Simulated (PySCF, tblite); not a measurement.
Isomers of C6H7 (doublet state), one GFN2-xTB conformer each. Single-point energies are computed at B3LYP/pcH-1 (PySCF, gas phase, no added dispersion term), electronic only. GFN2-xTB treats the open shell by occupation alone, and not every SCF solution was tested for stability.

Question: Rank them by B3LYP/pcH-1 energy, lowest first (kJ/mol).
A. `[CH2:1]/[CH:2]=[CH:3]\[C:4]#[C:5][CH3:6]` (doublet state) with H–C1–C2–C3 0° and 180°
B. `[CH2]C#CC1CC1` [radical]
C. `[CH2:1]=[CH:2][C@@:3]12[CH:4][C@@H:5]1[CH2:6]2` (doublet state) with C1–C2–C3–C4 177°
D. `C[C@H]1C=[C]C=C1` [radical]

Answer: A (0.0), D (58.0), B (75.0), C (162.5).

As drawn, the highest has a three-membered ring and a quaternary carbon, which the lowest lacks. Neighbours under 21 kJ/mol apart (C[C@H]1C=[C]C=C1 and [CH2]C#CC1CC1) can change places with a better method, another conformer or zero-point energy. GFN2-xTB itself gives, in the same order: 0.0, 28.5, 31.0, 119.8. Both levels put the same isomer lowest; measured from each level's own lowest isomer, the values differ by up to 44.0 kJ/mol ([CH2]C#CC1CC1: 31.0 against 75.0).

What happens when harmonic zero-point energies from GFN2-xTB frequencies are added?

| SMILES | ZPE (kJ/mol) | electronic (kJ/mol) | with ZPE (kJ/mol) |
| --- | --- | --- | --- |
| [CH2]/C=C\C#CC | 267.6 | 0.0 | 0.0 |
| C[C@H]1C=[C]C=C1 | 278.3 | 58.0 | 68.6 |
| [CH2]C#CC1CC1 | 270.2 | 75.0 | 77.5 |
| C=C[C@@]12[CH][C@@H]1C2 | 271.8 | 162.5 | 166.7 |

The zero-point energies span 10.7 kJ/mol. The order is unchanged.

As an exercise, what shares would exp(−E/RT) give at 2000 K from these electronic energies alone (no entropy, no degeneracies)?

RT = 16.629 kJ/mol: [CH2]/C=C\C#CC 96.0 %, C[C@H]1C=[C]C=C1 2.9 %, [CH2]C#CC1CC1 1.1 %, C=C[C@@]12[CH][C@@H]1C2 under 0.1 %.
